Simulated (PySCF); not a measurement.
# Spin states of OH

Unrestricted PBE0; basis H def2-TZVP, O def2-TZVP; no relativity; PySCF 2.14. Outer shells of the fragments: H 1s1; O 2s2 2p4.

Followed along the bond (rough minima from three points):

```
2Ms+1  unpaired  ⟨S²⟩ at the start  R at minimum (Å)  Te (eV)
    2       π ↑               0.75              0.97     0.00
```

Solutions found at the starting distance of 0.920 Å, counted from the lowest of them; the search is not exhaustive and high or unbound solutions are not listed, so other states can lie among these:

| 2Ms+1 | unpaired | term | E (eV) | ⟨S²⟩ | ⟨Lz²⟩ | μ (D) |
| --- | --- | --- | --- | --- | --- | --- |
| 2 | π ↑ | ²Π | 0.00 | 0.75 | 1.01 | -1.74 |
| 4 | σ ↑, π ↑↑ | ⁴Σ⁻ | 8.21 | 3.75 | 0.00 | 3.14 |

A term symbol is given only where ⟨S²⟩ and ⟨Lz²⟩ are close to those of a pure state; real π, δ and φ orbitals otherwise mix terms. A positive dipole means H(−)O(+).

Counting both spins, an empty level lies below a filled one in some of these solutions, because spin and occupation are held.
